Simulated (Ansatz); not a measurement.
**Worked example: SiH2(CH3)Cl + CHF2 → SiH2(CH3) + CHClF2**

Species: SiH2(CH3)Cl ((chlorosilyl)methane), singlet; CHF2 (difluoromethyl radical) `F[CH]F`, doublet; SiH2(CH3), doublet; CHClF2 (difluorochloromethane) `FC(F)Cl`, singlet. A radical takes Cl: the energy is the difference in strength between the Si–Cl bond broken and the C–Cl bond made.

Shapes, held fixed at every level: PBE0-D4/def2-TZVP. Programs: Ansatz 0.2.0. The zero-point and thermal change to 298 K, harmonic and unscaled (PBE0-D4/def2-TZVP), is +0.2 kJ/mol.

At CCSD(T)/CBS estimate; 1 Eh = 2625.50 kJ/mol:

| species | energy (Eh) |
| --- | --- |
| SiH2(CH3)Cl | -789.976378 |
| CHF2 | -238.151885 |
| SiH2(CH3) | -330.082882 |
| CHClF2 | -698.003485 |

Work out ΔH(298 K) of the reaction at this level.


1. Products less reactants: (-330.082882) + (-698.003485) − [(-789.976378) + (-238.151885)] = 0.041896 Eh = +110.0 kJ/mol.
2. With the thermal change: +110.0 + (+0.2) = +110.2 kJ/mol.

Other levels give +82.3 (SPW92/def2-TZVPP) to +131.1 kJ/mol (HF/def2-SVP). No measured value is set beside it here. Open shells run unrestricted. The CBS estimate extrapolates MP2 from def2-TZVPP and def2-QZVPP and adds CCSD(T) − MP2 in the triple-zeta set, cores frozen.
